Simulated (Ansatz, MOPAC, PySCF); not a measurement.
Protons, H atoms and electrons added to or taken from [SiH4]. All species are isolated molecules in the gas phase. Strings in code marks are SMILES.

Quantity: vertical ionisation energy (energy after one electron is removed minus that of the parent at the parent's geometry), in eV.

Level 1: frozen-core MP2/cc-pVTZ // CAM-B3LYP-D3(BJ)/def2-TZVP (Ansatz, a first-principles code)
Level 2: minus the HOMO energy of AM1 // CAM-B3LYP-D3(BJ)/def2-TZVP (MOPAC)
Level 3: minus the HOMO energy of HF/3-21G // CAM-B3LYP-D3(BJ)/def2-TZVP (PySCF)
Level 4: minus the HOMO energy of PBE-D3(BJ)/def2-TZVP // CAM-B3LYP-D3(BJ)/def2-TZVP (PySCF)

| species | level 2 | level 3 | level 4 |
|---|---|---|---|
| `[SiH4]` | 12.31 | 13.20 | 8.52 |

Problem. What does level 1 give for each?

Solution. 
- `[SiH4]`: 12.84
